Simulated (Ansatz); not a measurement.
Results of LDA in Ansatz (plane waves, PAW) for hcp Ti.

Input:

Ansatz 0.2 input:
```yaml
crystal:
  lattice:
    - [1.47525, -2.555208, 0.0]
    - [1.47525, 2.555208, 0.0]
    - [0.0, 0.0, 4.6833]
  atoms:
    - { symbol: Ti, position: [0.33333333, 0.66666667, 0.25] }
    - { symbol: Ti, position: [0.66666667, 0.33333333, 0.75] }
basis:
  ecutwfc: 520
  ecutrho_ratio: 4
  xc_grid: 2
kpoints:
  mp_grid: { grid: [24, 24, 12] }
hamiltonian:
  xc: lda
  dispersion: none
  pseudopotentials: { kind: paw }
scf:
  occupations: { method: fermi_dirac, width: 0.05 }
  convergence: { dr2_threshold: 0.0000000002 }
output:
  forces: true
  stress: true
  eigenvalues: true
```

**Question.** How many irreducible k-points, plane waves at Γ does the program set up, and what pressure does the run end with?

**Answer.** 427 irreducible k-points, 965 plane waves at Γ; P = -9.91 GPa, so the cell is stretched on average and its volume would shrink at this level.

The run printed, among other lines:

```
Crystal: 2 atoms, lattice volume = 35.308 Å³
Basis set: ecut = 520 eV, 965 PW (Γ), exchange–correlation on 48×48×72 points (8 copies of the dense FFT grid, shifted against one another)
Bands: 16, of which v1, the nominal top of the filled ones, is band 12 counted from 1 (11 counted from 0)
Symmetry: 24 space group operations
Space group: P63/mmc (ITA 194), of the structure as read, at distance tolerance 3.3e-5 Å
k-points: 427 of 6912
Functional: x = slater, c = lda
SCF iter   1: F=—  HF=-4900.510459 eV  |F-HF|=—  |Δ(HF+E_count)|=         —  Δρ=6.65e-3  dr2=6.66e-3
SCF iter   2: F=—  HF=-4900.509048 eV  |F-HF|=—  |Δ(HF+E_count)|=   1.41e-3  Δρ=3.17e-3  dr2=1.38e-3
  ...
SCF iter   6: F=—  HF=-4900.509056 eV  |F-HF|=—  |Δ(HF+E_count)|=   2.10e-8  Δρ=9.35e-7  dr2=2.01e-10
SCF iter   7: F=-4900.509056 eV  HF=-4900.509056 eV  |F-HF|=9.09e-13  |Δ(HF+E_count)|=  5.37e-11  Δρ=8.05e-8  dr2=6.59e-13
SCF 1 converged in 7 iterations: F = -4900.509056 eV  dr2 = 6.59e-13
SCF converged after 7 iterations
Free energy (F): -4900.509056 eV
Internal energy: -4900.490867 eV  (E = F + TS)
E sigma→0 (E₀):  -4900.499961 eV
Fermi energy:    12.810051 eV
--- Forces (eV/Å), atoms counted from 1 ---
  atom   1  Ti     0.00000000    -0.00000000    -0.00000000
  atom   2  Ti     0.00000000     0.00000000     0.00000000
--- Stress (GPa, compression-positive) ---
       -9.717469       0.000000       0.000000
       -0.000000      -9.717469      -0.000000
        0.000000      -0.000000     -10.290167
  P = ⅓ Tr σ = -9.9084 GPa (-99.084 kbar)
```

The PAW data were made under PBE.

Note: cell and atoms aren't relaxed at this level (pressure -9.9 GPa).

Ansatz is a program for electronic structure.
